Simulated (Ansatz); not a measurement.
```yaml
crystal:
  periodic: [false, false, false]
  atoms:
    - {symbol: Si, position_ang: [0.000000, 0.000000, 0.000000]}
    - {symbol: C, position_ang: [0.000000, 0.000000, 1.739100]}
basis:
  gaussian: {orbitals: def2-TZVP}
total_charge: 1
magnetization: {spin_polarized: true, initial_magnetization: 1}
hamiltonian: {xc: pbe0}
relax: {f_tol: 0.004, max_steps: 80}
```

```sh
$ ansatz run in.yaml --threads 1 --pin off --events-out ev --progress --plain --max-ram 2176MiB
```

Steps of the relaxation (energy above the last step; positions in Å, forces in eV/Å):

```
2
step 1, 91.1 meV
Si    0.000    0.000    0.000    0.000    0.000   -2.151
C     0.000    0.000    1.739    0.000    0.000    2.151
```

```
2
step 2, 28.4 meV
Si    0.000    0.000   -0.020    0.000    0.000   -1.053
C     0.000    0.000    1.759    0.000    0.000    1.053
```

```
2
step 3, 2.2 meV
Si    0.000    0.000   -0.040    0.000    0.000   -0.269
C     0.000    0.000    1.780    0.000    0.000    0.269
```

```
2
step 5, 0.0 meV
Si    0.000    0.000   -0.049    0.000    0.000   -0.002
C     0.000    0.000    1.788    0.000    0.000    0.002
```

Close pairs at the end: Si1–C2 1.837 Å.

A stationary point of unrestricted PBE0 after 5 steps, with ⟨S²⟩ = 1.803 against 0.75 for a pure state. 26 s on 1 thread of AMD EPYC 7R43, shared host.
